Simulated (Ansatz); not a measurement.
Relaxation of H6OSi2 (9 atoms, charge 0, multiplicity 1), to a largest force component of 0.02 eV/Å in at most 40 steps.

Computed with Ansatz 0.2.0, RKS r2SCAN/6-31G*.

```xyz
9
Properties=species:S:1:pos:R:3
Si 0.000 0.000 0.000
O 0.000 0.000 1.680
Si -1.315 -0.407 2.644
H -2.239 -1.240 1.880
H -0.851 -1.143 3.816
H -1.999 0.809 3.073
H 1.377 0.000 -0.486
H -0.688 1.191 -0.486
H -0.688 -1.191 -0.486
```

Where does it end, and by what steps?

The forces met the threshold. The force dipped under the threshold on the way, but the program's further checks kept it going. After 12 steps the energy has fallen by 0.103 eV; H4 moved furthest, 0.53 Å.

```
step  energy less start (eV)  largest force component (eV/Å)  accepted
   0                  0.0000                           1.087       yes
   1                 -0.0594                           0.447       yes
   2                 -0.0755                           0.232       yes
   3                 -0.0881                           0.496       yes
   4                 -0.1001                           0.023       yes
   5                 -0.1009                           0.005       yes
   6                 -0.0961                           0.181        no
   7                 -0.1018                           0.036       yes
   8                 -0.1018                           0.053       yes
   9                 -0.1022                           0.034       yes
  10                 -0.1026                           0.002       yes
  11                 -0.1029                           0.013       yes
  12                 -0.1030                           0.015       yes
```

```xyz
9
Properties=species:S:1:pos:R:3
Si 0.016 0.009 -0.070
O -0.187 -0.332 1.534
Si -1.357 -0.467 2.693
H -2.351 -1.513 2.320
H -0.705 -0.843 3.973
H -2.077 0.826 2.869
H 1.467 -0.051 -0.379
H -0.500 1.371 -0.390
H -0.708 -0.981 -0.916
```

Run time: 55 s on 1 thread of Arm Neoverse V1, with other jobs on the host, peak memory 0.13 GiB.
